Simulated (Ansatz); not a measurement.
Barrier H + H2S (SMILES S) via H3S, on the benchmark's geometries as Psi4's copy gives them; open shells unrestricted, no zero-point energy, no spin–orbit coupling.
Transition structure (charge 0, multiplicity 2):
| atom | x (Å) | y (Å) | z (Å) |
|---|---|---|---|
| H | 1.2621 | -0.2201 | 0.0000 |
| S | 0.0000 | 0.2232 | 0.0000 |
| H | -0.5006 | -1.1154 | 0.0000 |
| H | -0.7615 | -2.2349 | 0.0000 |

Cores are frozen in the correlated methods. CBS: X⁻³ extrapolation of the correlation energy, Hartree–Fock from the larger set.

Run with Ansatz (Gaussian basis) for Hartree–Fock, density functionals and correlated methods. Each number belongs to the level named beside it.

Barrier heights (kcal/mol): PBE/def2-TZVPPD -1.24; B3LYP/def2-TZVPPD -0.55; wB97M-V/def2-TZVPPD 4.02; CCSD(T)/CBS(aug-cc-pV(D+d)Z, aug-cc-pV(T+d)Z) 3.59.

Question: With all else equal, by what factor does exp(−ΔE‡/RT) at 298.15 K differ from its value at CCSD(T)/CBS(aug-cc-pV(D+d)Z, aug-cc-pV(T+d)Z)?

Answer: 
RT = 0.5925 kcal/mol, so the factor is exp(−(ΔE‡ − 3.59)/RT): PBE/def2-TZVPPD 3500; B3LYP/def2-TZVPPD 1100; wB97M-V/def2-TZVPPD 0.49. Each 1.36 kcal/mol is a factor of ten. CCSD(T)/CBS(aug-cc-pV(D+d)Z, aug-cc-pV(T+d)Z) is the comparison, a level with limits of its own.

Ansatz is a quantum-chemistry and plane-wave program.
